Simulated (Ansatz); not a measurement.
```yaml
crystal:
  periodic: [false, false, false]
  atoms:
    - {symbol: B, position_ang: [-0.513745, 0.302488, -0.663666]}
    - {symbol: C, position_ang: [0.596617, 0.351170, 0.418547]}
    - {symbol: O, position_ang: [0.228310, -1.042019, 0.007726]}
    - {symbol: H, position_ang: [-0.224461, 0.381965, -1.819190]}
    - {symbol: H, position_ang: [-1.658071, 0.351807, -0.309892]}
    - {symbol: H, position_ang: [0.383828, 0.517622, 1.470816]}
    - {symbol: H, position_ang: [1.642989, 0.496275, 0.171740]}
    - {symbol: H, position_ang: [-0.363367, -1.416507, 0.668220]}
basis:
  gaussian: {orbitals: def2-TZVP, fitting: {mean_field: def2-universal-jkfit}}
hamiltonian: {xc: {name: r2SCAN0}, dispersion: d4}
output: {forces: true}
```

```sh
$ ansatz run in.yaml --threads 2 --pin off --events-out ev --progress --plain --max-ram 4352MiB
```

Output, abridged:

```
Functional definition: r2SCAN0
317 factors; integrals over basis functions are off by at most 8.8e-1 eV
mean field evaluation 1: about -3835.9048 eV, gradient 4.1e1 eV
mean field evaluation 2: about -3835.6188 eV, gradient 4.5e1 eV
mean field evaluation 4: about -3839.5827 eV, gradient 2.4e0 eV
mean field evaluation 8: about -3839.5959 eV, gradient 1.9e-2 eV
mean field -3839.59588276 eV, -141.1025461199 hartree, gradient 2.3e-5 eV, S^2 0.000000; 0 other end points of the search recorded, 0 dependent functions left out
reference -3839.59589179 eV, -141.1025464517 hartree; 12, 12 occupied and 111, 111 virtual orbitals, 317 factors
Total energy: -3839.62017904 eV, -141.1034389917 hartree
Atom 0 at    -0.513745     0.302488    -0.663666 Å, force     0.004780     0.004070    -0.010004 eV/Å
Atom 1 at     0.596617     0.351170     0.418547 Å, force     0.045561     0.056953     0.030857 eV/Å
Atom 2 at     0.228310    -1.042019     0.007726 Å, force    -0.160286    -0.037527     0.183640 eV/Å
Atom 3 at    -0.224461     0.381965    -1.819190 Å, force    -0.024484    -0.010138     0.114058 eV/Å
Atom 4 at    -1.658071     0.351807    -0.309892 Å, force     0.109198    -0.012058    -0.028781 eV/Å
Atom 5 at     0.383828     0.517622     1.470816 Å, force     0.030668    -0.049549    -0.158970 eV/Å
Atom 6 at     1.642989     0.496275     0.171740 Å, force    -0.163407    -0.042113     0.036811 eV/Å
Atom 7 at    -0.363367    -1.416507     0.668220 Å, force     0.157970     0.090362    -0.167611 eV/Å
Dipole moment:     0.092768    -0.187943     0.507815 e Å
```

Run time 2.1 s (2 threads of an Arm Neoverse V2 on a shared host); peak host memory 0.14 GiB.
